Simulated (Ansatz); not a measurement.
**Hf (Fm-3m, No. 225, 1 atom in the cell; start mp-8640; another form than the element's usual one)**

These are r²SCAN in Ansatz (PAW) values and carry that method's errors.

Settings: plane-wave cutoff 500 eV, 28×28×28 k mesh, Fermi–Dirac smearing 0.1 eV, scalar-relativistic PAW data made under PBE.

Cell (relaxed at this level):

```xyz
1
Lattice="0.0000 2.2395 2.2395 2.2395 0.0000 2.2395 2.2395 2.2395 0.0000" Properties=species:S:1:pos:R:3 pbc="T T T"
Hf     0.0000     0.0000     0.0000
```

For Hf (Fm-3m, No. 225, 1 atom in the cell; start mp-8640; another form than the element's usual one), the band gap is none.

Note: the relaxation could not lower the start's symmetry, so the cell can be a saddle point above a distorted one.

Spin–orbit coupling is not included.

Computed values are for the static lattice.

A start named mp-… is a Materials Project structure, which need not be a measured phase.

Ansatz is an electronic-structure program.
